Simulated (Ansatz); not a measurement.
Geometry optimisation, RKS PBE0/def2-SVP in Ansatz.

The input (input.yaml):

```yaml
crystal:
  periodic: [false, false, false]
  atoms:
    - { symbol: Al, position_ang: [0.303018, -0.004574, -0.052352] }
    - { symbol: O, position_ang: [0.801357, -0.15253, 1.598776] }
    - { symbol: H, position_ang: [0.266262, -0.219591, 2.39462] }
    - { symbol: H, position_ang: [1.799354, 0.097191, -0.421849] }
    - { symbol: H, position_ang: [-1.143891, -0.001896, -0.701794] }
basis:
  gaussian: { orbitals: def2-SVP }
hamiltonian:
  xc: pbe0
relax:
  f_tol: 0.03
  max_steps: 50
output:
  orbitals: {}
```

Command:

```bash
$ ansatz run input.yaml --threads 1 --pin off --max-ram 2048MiB --backend cpu --events-out ev --progress --plain --runs-dir out
```

**Question.** Where does it end, and by what steps?

**Answer.** The run converged. After 5 steps the energy has fallen by 0.467 eV; H4 moved furthest, 0.40 Å.

| step | energy less start (eV) | largest force component (eV/Å) | accepted |
| --- | --- | --- | --- |
| 0 | 0.0000 | 1.411 | yes |
| 1 | -0.3315 | 0.795 | yes |
| 2 | -0.4525 | 0.399 | yes |
| 3 | -0.4643 | 0.268 | yes |
| 4 | -0.4666 | 0.085 | yes |
| 5 | -0.4670 | 0.026 | yes |

```xyz
5
Properties=species:S:1:pos:R:3
Al 0.473 -0.005 0.053
O 0.727 -0.157 1.731
H 0.040 -0.238 2.394
H 1.785 0.129 -0.817
H -1.000 -0.011 -0.544
```

Whether the end is a true minimum wasn't checked by a vibrational analysis.

Run time: 6.1 s on 1 thread of Arm Neoverse V1 (shared host), peak memory 0.099 GiB.
